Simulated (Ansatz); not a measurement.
Start from BAs in the zinc blende structure (space group F-43m, No. 216; a = 4.809 Å).

The values are results of Ansatz (a first-principles code) PBE, without spin-orbit coupling, earlier PAW set, not measurements.

Perturbation: every B is replaced by In, then cell and atoms are relaxed.

Measured lattice parameter a: BAs 4.777 Å (room temperature; as listed in M J Lucero, T M Henderson, G E Scuseria, Journal of Physics Condensed Matter (2012)); InAs 6.047 Å (static lattice; corrected from measurement; as listed in Daniel Mejia-Rodriguez, S. B. Trickey, Phys. Rev. B (2018)).

**Question.** How well does PBE reproduce the measured shift?

**Answer.** With PBE the lattice parameter a moves by +1.377 Å (4.809 → 6.187) against +1.270 Å measured. The two measured values stand on different bases (one corrected, one not), which blurs small differences.

Stability against distortions was not tested. The final runs are not spin-polarised.
